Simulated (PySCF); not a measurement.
## HCl⁺: from constants to spectrum

UHF-CCSD(T) constants of HCl⁺, ²Π (doublet), unpaired electrons π ↑ (PySCF, no relativity, basis sets H cc-pVDZ, Cl cc-pV(D+d)Z; masses 1.0078 and 34.9689 u):

| Item | Value |
| --- | --- |
| ωe | 2751.2 cm⁻¹ |
| ωexe | 55.6 cm⁻¹ |
| Be | 9.8459 cm⁻¹ |
| αe | 0.314 cm⁻¹ |
| De to H + Cl⁺ | 4.43 eV |

(1) What force constant and bond length do these constants imply?

(2) Estimate the centrifugal constant D from the Kratzer relation and find the Dunham coefficient a1.

Correlated steps freeze 5 core orbitals. Correlated levels converge slowly with the basis: in double zeta they bind strong bonds too weakly, by up to about 1 eV, and carry superposition errors of some tenths. For an ion De counts to the pair picked by the measured ionisation energies or electron affinities, which need not be the lowest pair at this level. The state is the lowest determinant that a PBE0 search found; another state may lie lower at other levels.

Answers

(1) Reduced mass μred = 0.97959 u; k = 5.8918×10⁻⁷·μred·ωe² (u, cm⁻¹, mdyn/Å) = 4.37 mdyn/Å; Re = √(16.8576/(μred·Be)) (u, cm⁻¹, Å) = 1.322 Å.

(2) D = 4Be³/ωe² = 0.000504 cm⁻¹; a1 = −1 − αeωe/(6Be²) = -2.49.
